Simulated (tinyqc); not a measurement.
Worked calculation: MP2 on RHF in the sto-3g basis, for H2O, spin multiplicity 1. One step of it, computed by the program tinyqc.

Problem. Iteration 1: building the Fock matrix. J_ij = sum D_kl (ij|kl), K_ij = sum D_kl (ik|jl); F = H + J - 0.5 K; E = tr D H + tr D J / 2 - 0.25 tr D K + E_nn.

D at the start, order 1O 1s, 1O 2s, 1O 2px, 1O 2py, 1O 2pz, 2H 1s, 3H 1s:
```
[[2.132981, -0.592778, 0.000000, 0.000000, -0.045147, 0.079090, 0.079090],
 [-0.592778, 2.635458, 0.000000, 0.000000, 0.271910, -0.346677, -0.346677],
 [0.000000, 0.000000, 2.000000, 0.000000, 0.000000, 0.000000, 0.000000],
 [0.000000, 0.000000, 0.000000, 2.364315, 0.000000, -0.365487, 0.365487],
 [-0.045147, 0.271910, 0.000000, 0.000000, 2.138590, -0.210244, -0.210244],
 [0.079090, -0.346677, 0.000000, -0.365487, -0.210244, 0.116528, 0.003531],
 [0.079090, -0.346677, 0.000000, 0.365487, -0.210244, 0.003531, 0.116528]]
```

core Hamiltonian H = T + V (hartree), order 1O 1s, 1O 2s, 1O 2px, 1O 2py, 1O 2pz, 2H 1s, 3H 1s:
```
[[-32.662155, -7.598896, 0.000000, 0.000000, -0.015446, -1.536946, -1.536946],
 [-7.598896, -9.280859, 0.000000, 0.000000, -0.184907, -3.400927, -3.400927],
 [0.000000, 0.000000, -7.413406, 0.000000, 0.000000, 0.000000, 0.000000],
 [0.000000, 0.000000, 0.000000, -7.566095, 0.000000, -1.996134, 1.996134],
 [-0.015446, -0.184907, 0.000000, 0.000000, -7.481348, -1.383912, -1.383912],
 [-1.536946, -3.400927, 0.000000, -1.996134, -1.383912, -4.844950, -1.238276],
 [-1.536946, -3.400927, 0.000000, 1.996134, -1.383912, -1.238276, -4.844950]]
```

Two-electron integrals (ij|kl) in chemists' order, unique and non-zero (hartree):
```
(11|11) 4.785065    (21|11) 0.741380    (21|21) 0.136873    (22|11) 1.118947
(22|21) 0.256633    (22|22) 0.817206    (31|31) 0.024477    (32|31) 0.037809
(32|32) 0.180518    (33|11) 1.115814    (33|21) 0.256684    (33|22) 0.817023
(33|33) 0.880159    (41|41) 0.024477    (42|41) 0.037809    (42|42) 0.180518
(43|43) 0.047444    (44|11) 1.115814    (44|21) 0.256684    (44|22) 0.817023
(44|33) 0.785270    (44|44) 0.880159    (51|51) 0.024477    (52|51) 0.037809
(52|52) 0.180518    (53|53) 0.047444    (54|54) 0.047444    (55|11) 1.115814
(55|21) 0.256684    (55|22) 0.817023    (55|33) 0.785270    (55|44) 0.785270
(55|55) 0.880159    (61|11) 0.150932    (61|21) 0.027631    (61|22) 0.051476
(61|33) 0.051376    (61|41) 0.001061    (61|42) 0.001986    (61|44) 0.051587
(61|51) 0.000708    (61|52) 0.001325    (61|54) 0.000141    (61|55) 0.051470
(61|61) 0.005650    (62|11) 0.367544    (62|21) 0.085355    (62|22) 0.300978
(62|33) 0.295861    (62|41) 0.005331    (62|42) 0.040744    (62|44) 0.306286
(62|51) 0.003556    (62|52) 0.027179    (62|54) 0.006954    (62|55) 0.300500
(62|61) 0.017567    (62|62) 0.137295    (63|31) 0.008927    (63|32) 0.051982
(63|43) 0.008463    (63|53) 0.005645    (63|63) 0.019556    (64|11) 0.220325
(64|21) 0.051828    (64|22) 0.195145    (64|33) 0.186292    (64|41) 0.011763
(64|42) 0.076993    (64|44) 0.209733    (64|51) 0.001892    (64|52) 0.016684
(64|54) 0.009991    (64|55) 0.189191    (64|61) 0.011138    (64|62) 0.108129
(64|64) 0.103734    (65|11) 0.146971    (65|21) 0.034572    (65|22) 0.130174
(65|33) 0.124268    (65|41) 0.001892    (65|42) 0.016684    (65|44) 0.128614
(65|51) 0.010189    (65|52) 0.063111    (65|54) 0.011362    (65|55) 0.137493
(65|61) 0.007430    (65|62) 0.072129    (65|64) 0.056152    (65|65) 0.057013
(66|11) 0.507463    (66|21) 0.119765    (66|22) 0.484325    (66|33) 0.464747
(66|41) 0.009684    (66|42) 0.102041    (66|44) 0.504976    (66|51) 0.006460
(66|52) 0.068068    (66|54) 0.026836    (66|55) 0.482648    (66|61) 0.024869
(66|62) 0.278188    (66|64) 0.250115    (66|65) 0.166843    (66|66) 0.774606
(71|11) 0.150932    (71|21) 0.027631    (71|22) 0.051476    (71|33) 0.051376
(71|41) -0.001061   (71|42) -0.001986   (71|44) 0.051587    (71|51) 0.000708
(71|52) 0.001325    (71|54) -0.000141   (71|55) 0.051470    (71|61) 0.005553
(71|62) 0.016955    (71|64) 0.009831    (71|65) 0.007177    (71|66) 0.023715
(71|71) 0.005650    (72|11) 0.367544    (72|21) 0.085355    (72|22) 0.300978
(72|33) 0.295861    (72|41) -0.005331   (72|42) -0.040744   (72|44) 0.306286
(72|51) 0.003556    (72|52) 0.027179    (72|54) -0.006954   (72|55) 0.300500
(72|61) 0.016955    (72|62) 0.109211    (72|64) 0.059594    (72|65) 0.055680
(72|66) 0.179367    (72|71) 0.017567    (72|72) 0.137295    (73|31) 0.008927
(73|32) 0.051982    (73|43) -0.008463   (73|53) 0.005645    (73|63) 0.014967
(73|73) 0.019556    (74|11) -0.220325   (74|21) -0.051828   (74|22) -0.195145
(74|33) -0.186292   (74|41) 0.011763    (74|42) 0.076993    (74|44) -0.209733
(74|51) -0.001892   (74|52) -0.016684   (74|54) 0.009991    (74|55) -0.189191
(74|61) -0.009831   (74|62) -0.059594   (74|64) -0.018100   (74|65) -0.029729
(74|66) -0.087695   (74|71) -0.011138   (74|72) -0.108129   (74|74) 0.103734
(75|11) 0.146971    (75|21) 0.034572    (75|22) 0.130174    (75|33) 0.124268
(75|41) -0.001892   (75|42) -0.016684   (75|44) 0.128614    (75|51) 0.010189
(75|52) 0.063111    (75|54) -0.011362   (75|55) 0.137493    (75|61) 0.007177
(75|62) 0.055680    (75|64) 0.029729    (75|65) 0.042920    (75|66) 0.099850
(75|71) 0.007430    (75|72) 0.072129    (75|74) -0.056152   (75|75) 0.057013
(76|11) 0.124097    (76|21) 0.029054    (76|22) 0.110319    (76|33) 0.107962
(76|44) 0.110428    (76|51) 0.001944    (76|52) 0.017356    (76|55) 0.112448
(76|61) 0.005903    (76|62) 0.048806    (76|64) 0.033321    (76|65) 0.028836
(76|66) 0.100183    (76|71) 0.005903    (76|72) 0.048806    (76|74) -0.033321
(76|75) 0.028836    (76|76) 0.021102    (77|11) 0.507463    (77|21) 0.119765
(77|22) 0.484325    (77|33) 0.464747    (77|41) -0.009684   (77|42) -0.102041
(77|44) 0.504976    (77|51) 0.006460    (77|52) 0.068068    (77|54) -0.026836
(77|55) 0.482648    (77|61) 0.023715    (77|62) 0.179367    (77|64) 0.087695
(77|65) 0.099850    (77|66) 0.311271    (77|71) 0.024869    (77|72) 0.278188
(77|74) -0.250115   (77|75) 0.166843    (77|76) 0.100183    (77|77) 0.774606
```

nuclear repulsion = 8.68981298 hartree

Give: Coulomb J; exchange K; Fock matrix F; total energy of this density.

Solution.

Coulomb J (hartree), order 1O 1s, 1O 2s, 1O 2px, 1O 2py, 1O 2pz, 2H 1s, 3H 1s:
```
[[18.744, 3.578, 0.000, 0.000, 0.004, 0.722, 0.722],
 [3.578, 8.867, 0.000, 0.000, -0.004, 3.161, 3.161],
 [0.000, 0.000, 8.863, 0.000, 0.000, 0.000, 0.000],
 [0.000, 0.000, 0.000, 8.855, 0.000, 2.006, -2.006],
 [0.004, -0.004, 0.000, 0.000, 8.859, 1.336, 1.336],
 [0.722, 3.161, 0.000, 2.006, 1.336, 4.867, 1.132],
 [0.722, 3.161, 0.000, -2.006, 1.336, 1.132, 4.867]]
```

exchange K (hartree), order 1O 1s, 1O 2s, 1O 2px, 1O 2py, 1O 2pz, 2H 1s, 3H 1s:
```
[[9.856, 1.724, 0.000, 0.000, 0.001, 0.366, 0.366],
 [1.724, 2.875, 0.000, 0.000, 0.002, 0.895, 0.895],
 [0.000, 0.000, 2.375, 0.000, 0.000, 0.000, 0.000],
 [0.000, 0.000, 0.000, 2.366, 0.000, 0.423, -0.423],
 [0.001, 0.002, 0.000, 0.000, 2.370, 0.281, 0.281],
 [0.366, 0.895, 0.000, 0.423, 0.281, 0.429, 0.245],
 [0.366, 0.895, 0.000, -0.423, 0.281, 0.245, 0.429]]
```

Fock matrix F (hartree), order 1O 1s, 1O 2s, 1O 2px, 1O 2py, 1O 2pz, 2H 1s, 3H 1s:
```
[[-18.846, -4.882, 0.000, 0.000, -0.012, -0.998, -0.998],
 [-4.882, -1.852, 0.000, 0.000, -0.190, -0.688, -0.688],
 [0.000, 0.000, 0.262, 0.000, 0.000, 0.000, 0.000],
 [0.000, 0.000, 0.000, 0.106, 0.000, -0.201, 0.201],
 [-0.012, -0.190, 0.000, 0.000, 0.193, -0.189, -0.189],
 [-0.998, -0.688, 0.000, -0.201, -0.189, -0.192, -0.228],
 [-0.998, -0.688, 0.000, 0.201, -0.189, -0.228, -0.192]]
```

total energy of this density = -73.26944 hartree
